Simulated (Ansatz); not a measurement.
CH6MgS, closed shell: at the end structure of a reaction step.

Input (in.yaml):

```yaml
crystal:
  periodic: [false, false, false]
  atoms:
    - {symbol: Mg, position_ang: [-0.098757, -0.617553, -0.475195]}
    - {symbol: H, position_ang: [-0.176230, 1.933443, -0.277909]}
    - {symbol: C, position_ang: [0.109505, -0.589127, 1.588295]}
    - {symbol: H, position_ang: [-0.375696, 1.869030, -0.999659]}
    - {symbol: S, position_ang: [-0.356437, -0.940612, -2.744967]}
    - {symbol: H, position_ang: [1.000943, -0.033014, 1.896668]}
    - {symbol: H, position_ang: [-0.749892, -0.114405, 2.072909]}
    - {symbol: H, position_ang: [0.199725, -1.596787, 2.005003]}
    - {symbol: H, position_ang: [0.446840, 0.089027, -3.065146]}
basis:
  gaussian: {orbitals: def2-TZVPP}
correlation: {method: ccsd_t}
```

Launched with

```bash
ansatz run in.yaml --threads 2 --pin off --events-out ev --progress --plain --max-ram 4352MiB
```

What Ansatz 0.2.0 printed:

```
Functional definition: HF
  name "HF"
  cite "Fock, Z. Phys. 61, 126 (1930) doi:10.1007/BF01340294"
  parent pbe
  exchange = exact_x
  correlation = 0
1144 factors; integrals over basis functions are off by at most 1.2e-3 eV
mean field evaluation 1: about -17372.6142 eV, gradient 3.0e1 eV
mean field evaluation 2: about -17372.6835 eV, gradient 3.1e1 eV
mean field evaluation 4: about -17375.3622 eV, gradient 2.4e0 eV
mean field evaluation 8: about -17375.3987 eV, gradient 2.3e-1 eV
mean field evaluation 16: about -17372.6140 eV, gradient 3.0e1 eV
mean field -17375.39903195 eV, -638.5341369556 hartree, gradient 1.9e-6 eV, S^2 0.000000; 0 other end points of the search recorded, 0 dependent functions left out
7 core orbitals not correlated: weight in the atoms' cores, before any rotation towards them, 1.000 or more for the frozen orbitals, at most 0.000 for the correlated occupied ones
reference -17375.39903195 eV, -638.5341369556 hartree; 13, 13 occupied and 169, 169 virtual orbitals, 1144 factors
second order -16.26503567 eV of doubles, -0.00000000 eV of singles
cycle   1  -17.17063730 eV  change   -9.1e-1 eV  update   7.3e-2
cycle   2  -17.53888539 eV  change   -3.7e-1 eV  update   2.2e-2
cycle   3  -17.58199896 eV  change   -4.3e-2 eV  update   8.3e-3
cycle   4  -17.57901919 eV  change    3.0e-3 eV  update   2.5e-3
cycle   5  -17.57830523 eV  change    7.1e-4 eV  update   1.1e-3
cycle   6  -17.57813928 eV  change    1.7e-4 eV  update   3.4e-4
cycle   7  -17.57812947 eV  change    9.8e-6 eV  update   1.0e-4
cycle   8  -17.57815042 eV  change   -2.1e-5 eV  update   3.7e-5
cycle   9  -17.57814807 eV  change    2.4e-6 eV  update   1.2e-5
perturbative correction -0.52723144 eV, -0.0193753979 hartree
Total energy: -17393.50441145 eV, -639.1994973801 hartree
```

Time: 21 s of wall clock on 2 CPU threads of an Intel Xeon 6975P-C; the host was shared. Peak host memory: 2.3 GiB.
